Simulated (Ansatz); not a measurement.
The input, for Ansatz 0.2.0:

```yaml
crystal:
  periodic: [false, false, false]
  atoms:
    - {symbol: Br, position_ang: [0.000000, 0.000000, 0.000000]}
    - {symbol: Be, position_ang: [0.000000, 0.000000, 2.471000]}
basis:
  gaussian: {orbitals: STO-3G}
total_charge: 1
magnetization: {spin_polarized: false, initial_magnetization: 2}
correlation: {active_space: {window: {electrons: 4, orbitals: 3}}}
scf: {lower_state_search: light}
```

```sh
$ ansatz run in.yaml --threads 1 --pin off --events-out ev --progress --plain --max-ram 2393MiB
```

Log:

```
233 factors; integrals over basis functions are off by at most 4.4e-4 eV
mean field evaluation 1: about -69628.3099 eV, gradient 6.0e0 eV
mean field evaluation 2: about -69628.3337 eV, gradient 6.1e0 eV
mean field evaluation 4: about -69629.0392 eV, gradient 5.7e-1 eV
mean field evaluation 8: about -69629.0504 eV, gradient 1.3e-1 eV
mean field evaluation 16: about -69629.0426 eV, gradient 1.0e0 eV
mean field -69629.05069007 eV, -2558.8204165942 hartree, gradient 2.4e-6 eV, S^2 2.000000; 2 other end points of the search recorded, 0 dependent functions left out
reference -69629.05069007 eV, -2558.8204165942 hartree; 20, 18 occupied and 3, 5 virtual orbitals, 233 factors
state -69629.05069007 eV, -2558.8204165942 hartree
Total energy: -69629.05069007 eV, -2558.8204165942 hartree
```

Natural occupations: 2.0000 1.0000 1.0000.

Ran on 1 thread of AMD EPYC, shared host: 0.52 s wall, 0.16 GiB peak host memory.
